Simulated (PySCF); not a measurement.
# methyl(trifluoromethyl) sulfide (C2H3F3S): electronic excitations and core binding energies

What electronic excitations and core binding energies should methyl(trifluoromethyl) sulfide (C2H3F3S) (`CSC(F)(F)F`) show?

Computed with PySCF 2.14.0, with density-fitted response routines of our own, on a single molecule in the gas phase. Atoms count from 0, in the outputs and in this text.

### 1 The starting structure

9 atoms, charge 0, multiplicity 1; geometry from: GFN2-xTB.

Bonds of the start (Å): C0–S1 1.82, S1–C2 1.82, C2–F3 1.34, C2–F4 1.33, C2–F5 1.34, C0–H6 1.08, C0–H7 1.09, C0–H8 1.09.

### 2 TDDFT and polarisability: CAM-B3LYP/def2-SVPD

Job settings and geometry (Å):

```
{"job": {"kind": "uv", "xc": "CAM-B3LYP", "basis": "def2-SVPD", "nstates": 8, "ntriplets": 3}, "charge": 0, "multiplicity": 1}
C     -1.311739    -0.028634    -0.408435
S     -0.008256     1.226460    -0.236264
C      1.257194     0.117413     0.457684
F      1.548123    -0.886893    -0.375743
F      2.380100     0.775741     0.707105
F      0.850181    -0.445668     1.600098
H     -2.169296     0.487801    -0.825645
H     -0.976605    -0.808025    -1.086497
H     -1.556140    -0.432202     0.569757
```

Method: TDDFT CAM-B3LYP/def2-SVPD, vertical, gas phase, core orbitals frozen in the response.

**Question.** This job is followed by: delta-SCF UKS SCAN, pcX-2 on the ionised atom, pcseg-1 elsewhere, spin-free X2C. What will the session give for the following? lowest singlet (CAM-B3LYP/def2-SVPD); brightest single state of those computed; lowest triplet; C1s binding energies, SCAN/pcX-2; S1s binding energies, SCAN/pcX-2; S2p binding energies, SCAN/pcX-2; F1s binding energies, SCAN/pcX-2.

**Answer**, as computed:

| quantity | value |
| --- | --- |
| lowest singlet (CAM-B3LYP/def2-SVPD) | 5.55 eV (224 nm), f = 0.000 |
| brightest single state of those computed | state 8, 9.09 eV, f = 0.184 |
| lowest triplet | 5.00 eV |
| C1s binding energies, SCAN/pcX-2 | C2 298.62, C0 291.97 eV |
| S1s binding energies, SCAN/pcX-2 | S1 2478.09 eV |
| S2p binding energies, SCAN/pcX-2 | S1 170.72 eV |
| F1s binding energies, SCAN/pcX-2 | F3 694.07 eV |

In words: The lowest singlet, at 5.55 eV, is HOMO→LUMO 0.81, HOMO→LUMO+4 0.08 and is dark; of the 8 states computed, the strongest absorption comes from state 8 at 9.09 eV (the last computed, so partners may be missing). The lowest triplet lies 0.55 eV below the lowest singlet (triplets in Tamm-Dancoff, singlets in full TDDFT). States above −ε(HOMO) lie where TDDFT describes them poorly and they hang on the basis; the brightest is among them. C2 (CF3 carbon) binds its C1s electron 6.65 eV more tightly than C0 (methyl carbon bonded to S).
